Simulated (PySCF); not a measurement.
# Cl2⁺: spin, charge, geometry and surroundings

Aim: change spin, charge, geometry, field or solvent of Cl2⁺, one at a time, and compare with the base run.

The runs use PySCF 2.14.0; method and basis as typed in the scripts.

1 further run of the same task is left out (it didn't finish).

## (1) Starting geometry

Cl2⁺: 2 atoms, charge 1, spin multiplicity 2.

Bond lengths: Cl1–Cl2 1.836 Å.

## (2) The run that the others are compared with

Contents of input.py:

```python
from pyscf import gto, dft

mol = gto.M(
    atom='Cl 0 0 0; Cl 0 0 1.836',
    basis='sto-3g',
    charge=1,
    spin=1,
    verbose=4,
)
mf = dft.ROKS(mol, xc='pw6b95')
mf.kernel()
mf.analyze()
print('orbital energies (hartree):', mf.mo_energy[..., max(0, mol.nelec[1]-3):mol.nelec[0]+3].round(4))
```

Launch:

```bash
$ OMP_NUM_THREADS=1 python input.py
```

Its log is not repeated here.

It gives: E(SCF) = -910.587941 Eh, 4 cycles.

The bond length is a typed value, not an optimised one. The dipole of an ion depends on the origin.

## (3) Bond 1.707 Å

Variant 1 changes bond length: 1.836 Å → 1.707 Å.

Contents of input.py:

```python
from pyscf import gto, dft

mol = gto.M(
    atom='Cl 0 0 0; Cl 0 0 1.707',
    basis='sto-3g',
    charge=1,
    spin=1,
    verbose=4,
)
mf = dft.ROKS(mol, xc='pw6b95')
mf.kernel()
mf.analyze()
print('orbital energies (hartree):', mf.mo_energy[..., max(0, mol.nelec[1]-3):mol.nelec[0]+3].round(4))
```

Launch:

```bash
$ OMP_NUM_THREADS=1 python input.py
```

## (4) Bond 2.056 Å

Variant 2 changes bond length: 1.836 Å → 2.056 Å.

input.py: that of step 2 with these lines changed.

```diff
@@ -3,3 +3,3 @@
 mol = gto.M(
-    atom='Cl 0 0 0; Cl 0 0 1.836',
+    atom='Cl 0 0 0; Cl 0 0 2.056',
     basis='sto-3g',
```

## (5) Bond 0.1 Å

Variant 3 changes bond length: 1.836 Å → 0.1 Å.

input.py: that of step 2 with these lines changed.

```diff
@@ -3,3 +3,3 @@
 mol = gto.M(
-    atom='Cl 0 0 0; Cl 0 0 1.836',
+    atom='Cl 0 0 0; Cl 0 0 0.1',
     basis='sto-3g',
```

## (6) Charge +0 (singlet)

Variant 4 changes charge: 1 → 0; spin (2S): 1 → 0.

input.py: that of step 2 with these lines changed.

```diff
@@ -5,4 +5,4 @@
     basis='sto-3g',
-    charge=1,
-    spin=1,
+    charge=0,
+    spin=0,
     verbose=4,
```

Before running it: what results should come out? Wanted: for each run, E(SCF); from base.

As calculated:

```tsv
run	E(SCF) (hartree)	from base (eV)	cycles
base	-910.587941	0	4
bond 1.707 Å	-910.510738	+2.1008	4
bond 2.056 Å	-910.626040	-1.0367	4
bond 0.1 Å (poor choice)	-57.928032	+23202.0581	5
charge +0 (singlet)	-910.994786	-11.0708	5
```

What this shows: The largest comparable shift of the SCF energy, +23202.058 eV, comes with the run “bond 0.1 Å”. At the SCF level, adding an electron (to the singlet) releases 11.07 eV at fixed geometry. Rows marked «poor choice» come from settings spoiled on purpose.
